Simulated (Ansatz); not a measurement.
Geometry optimisation, Ansatz 0.2.0, RKS B3LYP-D4/6-31G*.

Input:

```yaml
crystal:
  periodic: [false, false, false]
  atoms:
    - { symbol: Al, position_ang: [0.037544, -0.439158, -0.397778] }
    - { symbol: Cl, position_ang: [0.22119, 0.16314, 2.969304] }
    - { symbol: H, position_ang: [1.316343, 0.194663, -1.093766] }
    - { symbol: H, position_ang: [-1.369458, 0.295331, -0.499695] }
    - { symbol: Si, position_ang: [0.141832, -2.583181, 0.575476] }
    - { symbol: H, position_ang: [-0.473672, -3.667464, -0.247238] }
    - { symbol: H, position_ang: [1.511837, -3.037849, 0.950589] }
    - { symbol: H, position_ang: [-0.639829, -2.609029, 1.864538] }
    - { symbol: H, position_ang: [-0.182387, -1.097454, 2.76457] }
basis:
  gaussian: { orbitals: "6-31G*" }
hamiltonian:
  xc: b3lyp
  dispersion: d4
relax:
  f_tol: 0.03
  max_steps: 50
```

Launched with:

```bash
$ ansatz run input.yaml --threads 1 --pin off --max-ram 2048MiB --backend cpu --events-out ev --progress --plain --runs-dir out
```

Where does it end, and by what steps?

The run converged. The force dipped under the threshold on the way, but the program's further checks kept it going. After 12 steps the energy has fallen by 0.222 eV; Cl2 moved furthest, 0.60 Å.

```csv
step,energy less start (eV),largest force component (eV/Å),accepted
0,0.0000,1.064,yes
1,-0.0566,1.591,yes
2,-0.1400,1.141,yes
3,-0.1934,0.513,yes
4,-0.2093,0.108,yes
5,-0.1890,0.273,no
6,-0.2183,0.063,yes
7,-0.2197,0.053,yes
8,-0.2205,0.037,yes
9,-0.2208,0.071,yes
10,-0.2214,0.037,yes
11,-0.2218,0.026,yes
12,-0.2222,0.024,yes
```

```xyz
9
Properties=species:S:1:pos:R:3
Al 0.059 -0.409 -0.181
Cl 0.199 0.401 2.418
H 1.370 0.368 -0.631
H -1.374 0.218 -0.470
Si 0.151 -2.765 0.539
H -0.619 -3.719 -0.314
H 1.527 -3.325 0.692
H -0.467 -2.859 1.910
H -0.284 -0.691 2.922
```

Whether the end is a true minimum wasn't checked by a vibrational analysis.

Run time: 26 s on 1 thread of Intel(R) Xeon(R) 6975P-C (Granite Rapids), on a shared host, peak memory 0.16 GiB.
